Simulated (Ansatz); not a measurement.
```yaml
crystal:
  periodic: [false, false, false]
  atoms:
    - {symbol: Cr, position_ang: [0.000000, 0.000000, 0.000000]}
    - {symbol: Cr, position_ang: [0.000000, 0.000000, 2.780000]}
basis:
  gaussian: {orbitals: def2-TZVP}
hamiltonian: {xc: pbe0}
relax: {f_tol: 0.004, max_steps: 80}
```

```sh
$ ansatz run in.yaml --threads 1 --pin off --events-out ev --progress --plain --max-ram 2176MiB
```

Steps of the relaxation (energy above the last step; positions in Å, forces in eV/Å):

```
2
step 1, 5838.4 meV
Cr    0.000    0.000    0.000    0.000    0.000    2.376
Cr    0.000    0.000    2.780    0.000    0.000   -2.376
```

```
2
step 2, 4807.6 meV
Cr    0.000    0.000    0.174    0.000    0.000    3.542
Cr    0.000    0.000    2.606    0.000    0.000   -3.542
```

```
2
step 3, 2767.8 meV
Cr    0.000    0.000    0.369    0.000    0.000    6.878
Cr    0.000    0.000    2.411    0.000    0.000   -6.878
```

```
2
step 4, 326.2 meV
Cr    0.000    0.000    0.564    0.000    0.000    4.608
Cr    0.000    0.000    2.216    0.000    0.000   -4.608
```

```
2
step 10, 0.0 meV
Cr    0.000    0.000    0.618    0.000    0.000    0.000
Cr    0.000    0.000    2.162    0.000    0.000    0.000
```

Close pairs at the end: Cr1–Cr2 1.544 Å.

A stationary point of restricted PBE0 after 10 steps (its stability towards spin polarisation wasn't tested). 77 s on 1 thread of Intel Xeon 6975P-C, shared host.
